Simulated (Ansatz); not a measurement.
Task: a rigid scan of one bond angle of C₂H₄OS, SMILES O=CCS, with Ansatz 0.2.0, Python API. Give the script and its output. Use (for the species named): CAM-B3LYP, def2-SVP basis, multiplicity 1.

```xyz
8

O    -1.4011    0.2552   -0.9582
C    -0.4097    0.7550   -0.5138
C     0.5521    0.0010    0.3219
S    -0.0501   -1.5023    1.0256
H    -0.0991    1.7816   -0.7810
H     1.4505   -0.2295   -0.2868
H     0.9370    0.6478    1.1594
H    -0.8874   -1.7659   -0.0230
```

`bend_c2h4os.py`
```python
"""Bending curve of C2H4OS."""

import logging
import sys
import warnings

import ansatz as az
from ase import Atoms

logging.basicConfig(stream=sys.stdout, format="[%(levelname)s] %(message)s")
log = logging.getLogger("run")
log.setLevel(logging.INFO)

warnings.simplefilter("ignore", az.DeckWarning)

atoms = Atoms(["O", "C", "C", "S", "H", "H", "H", "H"], positions=[
    [-1.4011, 0.2552, -0.9582],
    [-0.4097, 0.755, -0.5138],
    [0.5521, 0.001, 0.3219],
    [-0.0501, -1.5023, 1.0256],
    [-0.0991, 1.7816, -0.781],
    [1.4505, -0.2295, -0.2868],
    [0.937, 0.6478, 1.1594],
    [-0.8874, -1.7659, -0.023],
])

# start the scan from a relaxed geometry
first = (
    az.Crystal.molecule_from_ase(atoms).calculation()
    .basis(gaussian="def2-SVP")  # the orbital basis, by name
    .functional("cam_b3lyp")
    .relax(force_tolerance=0.02, max_steps=80)  # relax until the tolerances are met
)
atoms.positions = first.run(threads=1).report["positions_ang"]

rows = []
for angle in [90, 100, 110, 120, 135, 150, 165, 179]:
    bent = atoms.copy()
    bent.set_angle(2, 3, 7, angle, indices=[7])
    model = az.Crystal.molecule_from_ase(bent).calculation()
    model = model.basis(gaussian="def2-SVP")
    model = model.functional("cam_b3lyp")
    rows.append((angle, model.run(threads=1).report["free_energy_ev"]))
floor = min(e for _, e in rows)
for angle, e in rows:
    log.info(f"angle C2-S3-H7 = {angle:3d} deg   {1000 * (e - floor):9.1f} meV")
```

```console
$ python bend_c2h4os.py
[INFO] angle C2-S3-H7 =  90 deg         0.0 meV
[INFO] angle C2-S3-H7 = 100 deg        19.1 meV
[INFO] angle C2-S3-H7 = 110 deg       194.0 meV
[INFO] angle C2-S3-H7 = 120 deg       500.8 meV
[INFO] angle C2-S3-H7 = 135 deg      1169.0 meV
[INFO] angle C2-S3-H7 = 150 deg      2017.4 meV
[INFO] angle C2-S3-H7 = 165 deg      2861.0 meV
[INFO] angle C2-S3-H7 = 179 deg      3279.0 meV
```

The scan is rigid, and the energies are electronic, in a modest basis. The zero is the lowest point of the grid, which needn't be the minimum. Finished in 64 s on 1 thread of Arm Neoverse V1 (shared host), peak memory 0.25 GiB.

(A comment or docstring line of the script was reworded after the run, the code is as it ran.)
